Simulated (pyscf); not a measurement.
H₂P–In [singlet] + SiH₄ → H₃Si–InH–PH₂ (insertion; singlet surface; H–Si broken, In–Si, H–In formed). PySCF, gas phase, ωB97X-D3(BJ)/def2-SVP geometries. Correlated levels are frozen-core, on RHF or UHF. ΔMP2 is the change of the MP2 total energy from the triple- to the quadruple-zeta basis. Energies in kJ/mol from the separated reactants.

```json
[
 {"level": "ωB97X-D3(BJ)/def2-TZVP", "barrier": "122.9", "reaction energy": "-32.1"},
 {"level": "B3LYP-D3(BJ)/def2-TZVP", "barrier": "(withheld)", "reaction energy": "+13.0"},
 {"level": "PBE0-D3(BJ)/def2-TZVP", "barrier": "118.4", "reaction energy": "-15.8"},
 {"level": "M06-2X/def2-TZVP", "barrier": "143.8", "reaction energy": "+4.2"},
 {"level": "CCSD/def2-TZVPP", "barrier": "149.4", "reaction energy": "-0.1"},
 {"level": "CCSD(T)/def2-TZVPP", "barrier": "137.6", "reaction energy": "-4.3"},
 {"level": "CCSD(T)/def2-TZVPP + ΔMP2(QZVPP)", "barrier": "(withheld)", "reaction energy": "(withheld)"}
]
```

Task: Some entries are withheld; supply them.

Result: 
- B3LYP-D3(BJ)/def2-TZVP, barrier: 144.6
- CCSD(T)/def2-TZVPP + ΔMP2(QZVPP), barrier: 135.1
- CCSD(T)/def2-TZVPP + ΔMP2(QZVPP), reaction energy: -3.5

On the reactant side the descent ends in a complex (not fully relaxed), 25.7 kJ/mol under the separated species and 148.6 kJ/mol under the saddle at ωB97X-D3(BJ)/def2-TZVP. One saddle was located; it need not be the lowest between these sides. The CCSD(T) − MP2 part came from Ansatz, without density fitting, on the same reference. The frozen core leaves the outer d or s,p core shells of the metals and heavy elements correlated in the MP2 and CC values, and def2-TZVPP describes them poorly, which can shift differences by a few kcal/mol. Elements past Kr carry the def2 core potentials, without spin-orbit coupling.
